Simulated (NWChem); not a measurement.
# One shape, several levels: N2O (nitrous oxide)

Aim: a comparison of 4 runs (HF/STO-3G, HF/3-21G, B3LYP/6-31G*) of N2O (nitrous oxide). 

The calculation is run with NWChem 7.3.0.

3 further runs of the same task are left out: 1 that didn't finish, 2 set aside as unsound or not needed.

## Step 1: The structure to begin with

The species is N2O (3 atoms), meant as a singlet with charge 0. As SMILES, `N#[N+][O-]`. Geometry: relaxed at PBE0-D4/def2-TZVP.

Bond lengths: N1–N2 1.118 Å, N2–O3 1.174 Å. Angles: N1–N2–O3 180.0°.

## Step 2: Energy and gradient at HF/STO-3G (run 1)

run.py reads:

```python
from ase import Atoms
from ase.calculators.nwchem import NWChem

atoms = Atoms(['N', 'N', 'O'], positions=[
    [-0.511700, 1.001300, -0.167900],
    [-0.008400, 0.016500, -0.002800],
    [0.520100, -1.017800, 0.170700],
])

calc = NWChem(
    label='test',
    theory='scf',
    memory='2200 mb',
    basis='STO-3G',
    basispar='spherical bse',
    scf={'nopen': '0', 'rhf': None, 'thresh': '1e-08', 'maxiter': '80', 'print': 'low'},
)
atoms.calc = calc

forces = atoms.get_forces()
e = atoms.get_potential_energy()
print(f"E = {e:.6f} eV")
print("forces (eV/A):")
for s, f in zip(atoms.symbols, forces):
    print(f"{s:2s} {f[0]:10.5f} {f[1]:10.5f} {f[2]:10.5f}")
```

Run with:

```sh
$ export ASE_NWCHEM_COMMAND="nwchem PREFIX.nwi > PREFIX.nwo"
$ python run.py
```

The log of the run:

```text
E = -4930.343914 eV
forces (eV/A):
N    -3.21136    6.28424   -1.05390
N    -0.55973    1.09529   -0.18368
O     3.77109   -7.37958    1.23757
```

The calculator wrote test.nwi:

```
title "test"

permanent_dir test

scratch_dir test

start test

geometry units angstrom nocenter noautosym noautoz
  N  -5.1170000000000004e-01 1.0013000000000001e+00 -1.6789999999999999e-01
  N  -8.3999999999999995e-03 1.6500000000000001e-02 -2.8000000000000000e-03
  O  5.2010000000000001e-01 -1.0178000000000000e+00 1.7069999999999999e-01
end

memory 2200 mb

basis spherical bse noprint
   * library STO-3G
end

scf
  nopen 0
  rhf
  thresh 1e-08
  maxiter 80
  print low
end

task scf gradient
```

test.nwo:

```text
Northwest Computational Chemistry Package (NWChem) 7.3.0
             --------------------------------------------------------

           Job information
           ---------------

    nwchem branch   = 7.3.0
    use scalapack   = T
    input           = test.nwi
    prefix          = test.
    data base       = test/test.db
    status          = startup
    nproc           =        1

           Memory information
           ------------------

[... 5 lines left out ...]
    hardfail = no
[... 91 lines left out ...]
       Final RHF  results
[... 3 lines left out ...]
      One-electron energy =   -369.124917549770
[... 1 line left out ...]
 Nuclear repulsion energy =     61.347866173554
[... 1 line left out ...]
        Time for solution =      0.2s

                              NWChem Gradients Module
                              -----------------------

                         RHF ENERGY GRADIENTS

    atom               coordinates                        gradient
                 x          y          z           x          y          z
   1 N      -0.966973   1.892183  -0.317285    0.062451  -0.122209   0.020495
   2 N      -0.015874   0.031180  -0.005291    0.010885  -0.021300   0.003572
   3 O       0.982846  -1.923363   0.322576   -0.073336   0.143510  -0.024067

 Task  times  cpu:        0.3s     wall:        0.3s
 Total times  cpu:        0.3s     wall:        0.3s
```

Run time: 1.7 s. Hardware: 1 thread of Intel Xeon Platinum 8259CL at 2.50GHz (Skylake/Cascade Lake), shared host; peak memory 0.099 GiB.

## Step 3: Energy and forces at HF/3-21G (run 2)

a.xyz reads:

```xyz
3
N2O
N     -0.511700     1.001300    -0.167900
N     -0.008400     0.016500    -0.002800
O      0.520100    -1.017800     0.170700
```

a.nw reads:

```
echo
start a
title "N2O"
memory total 2200 mb

geometry noautosym nocenter noautoz
 load format xyz a.xyz
end

basis spherical bse
 * library 3-21G
end

scf
 thresh 1e-08
 maxiter 80
 noprint "final vectors analysis"
end

task scf gradient
```

Run with:

```sh
$ nwchem a.nw > a.out
```

The log of the run:

```text
[...]
  functions       =    27
[...]
  wavefunction    = RHF
[...]
         Total SCF energy =   -182.600200143844
      One-electron energy =   -369.806807253435
      Two-electron energy =    125.858740936037
 Nuclear repulsion energy =     61.347866173554
        Time for solution =      0.3s
[...]
                         RHF ENERGY GRADIENTS
    atom               coordinates                        gradient
                 x          y          z           x          y          z
   1 N      -0.966973   1.892183  -0.317285   -0.019580   0.038299  -0.006414
   2 N      -0.015874   0.031180  -0.005291    0.048944  -0.095754   0.016046
   3 O       0.982846  -1.923363   0.322576   -0.029364   0.057455  -0.009632
[...]
```

Run time: 0.97 s. Hardware: 1 thread of Intel Xeon Platinum 8259CL at 2.50GHz (Skylake/Cascade Lake), shared host; peak memory 0.099 GiB.

Run 3 isn't shown in full; the table further down has it.

## Step 4: Energy and forces at B3LYP/6-31G(d) (Cartesian functions) (run 4)

work.nw reads:

```
start work
memory 2200 mb

geometry noautosym nocenter noautoz
N       -0.511700       1.001300      -0.167900
N       -0.008400       0.016500      -0.002800
O        0.520100      -1.017800       0.170700
end

basis "ao basis"
N library 6-31G*
O library 6-31G*
end

dft
xc b3lyp
grid xfine
convergence energy 1e-08
iterations 100
mulliken
noprint "final vectors analysis"
end

task dft gradient
```

Run with:

```sh
$ nwchem work.nw > work.out
```

The log of the run:

```text
[...]
          Wavefunction type:  closed shell.
          No. of atoms     :     3
          No. of electrons :    22
[...]
          Charge           :     0
          Spin multiplicity:     1
[...]
          AO basis - number of functions:    45
[...]
              XC Information
              --------------
                         B3LYP Method XC Potential
                     Hartree-Fock (Exact) Exchange  0.200
                        Slater Exchange Functional  0.800 local
                    Becke 1988 Exchange Functional  0.720 non-local
              Lee-Yang-Parr Correlation Functional  0.810
                  VWN I RPA Correlation Functional  0.190 local
[...]
 d= 0,ls=0.0,diis     1   -184.5448025735 -2.46D+02  2.92D-02  1.22D+00     0.9
[...]
 d= 0,ls=0.0,diis     8   -184.6590772671  5.48D-09  4.51D-06  1.58D-07     5.7
         Total DFT energy =     -184.659077267109
      One electron energy =     -372.030257936564
           Coulomb energy =      148.309592355614
    Exchange-Corr. energy =      -22.286277859713
 Nuclear repulsion energy =       61.347866173554
[...]
  wavefunction    = closed shell
                         DFT ENERGY GRADIENTS
    atom               coordinates                        gradient
                 x          y          z           x          y          z
   1 N      -0.966973   1.892183  -0.317285    0.019738  -0.038635   0.006484
   2 N      -0.015874   0.031180  -0.005291   -0.005143   0.010085  -0.001702
   3 O       0.982846  -1.923363   0.322576   -0.014595   0.028550  -0.004783
[...]
```

Wall time 7.8 s (1 thread of Intel Xeon Platinum 8259CL at 2.50GHz (Skylake/Cascade Lake), shared host); peak memory 0.12 GiB.

## Step 5: The series

```csv
run,level,iteration cap,module,energy (Eh),largest force (eV/Å),wall time
1,HF/STO-3G,80,scf,-181.186798,8.379,1.7 s
2,HF/3-21G,80,scf,-182.600200,5.591,0.97 s
3,B3LYP/6-31G* (spherical functions),100,dft,-184.655016,2.265,8.1 s
4,B3LYP/6-31G* (Cartesian functions),100,dft,-184.659077,2.256,7.8 s
```

## Step 6: What came out

| quantity | value |
| --- | --- |
| run 4: total energy | -184.65908 Eh |
| run 4: dipole moment | 0.04 D |
| run 4: largest force on an atom | 2.256 eV/Å |

**Reading.** In run 1 the basis is minimal, so the values are rough. All runs together took 19 s, the longest 8.1 s.
